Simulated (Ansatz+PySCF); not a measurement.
Values are calculated unless marked as measured or tabulated.
Several solutions for doublet N2(+)

```xyz
2

N     0.0000    0.0000   -0.5104
N     0.0000    0.0000    0.5104
```

Basis set: def2-SVP (spherical functions). Charge 1, multiplicity 2.

UHF was run from several starts with Ansatz (development build ahead of 0.2.0) and PySCF 2.14.0.

| run | program | start | converged | energy (hartree) | <S²> |
| --- | --- | --- | --- | --- | --- |
| A | Ansatz | stability test followed | yes | -108.27465 | 0.91 |
| B | PySCF | guess minao, instabilities followed | yes | -108.27465 | 0.91 |
| C | Ansatz | atomic start, no search | yes | -108.25328 | 0.76 |
| D | PySCF | guess huckel, instabilities followed | yes | -108.27465 | 0.91 |
| E | PySCF | program defaults | yes | -108.25328 | 0.76 |
| F | PySCF | guess 1e, instabilities followed | yes | -108.27465 | 0.91 |
| G | Ansatz | search for the lowest state | yes | -108.27465 | 0.91 |
| H | PySCF | guess atom, instabilities followed | yes | -108.27465 | 0.91 |

Question: Which runs reached the lowest solution of this kind, and what is wrong with the others?

Answer: A, B, D, F, G, H reached the lowest solution found. Converged but too high: C by 0.58 eV, E by 0.58 eV. Convergence only shows a stationary point, and even a stable one can lie too high; stability tests and further starts are what find lower ones. Caution: the unrestricted determinant is spin contaminated. Caution: the determinant breaks the point group.
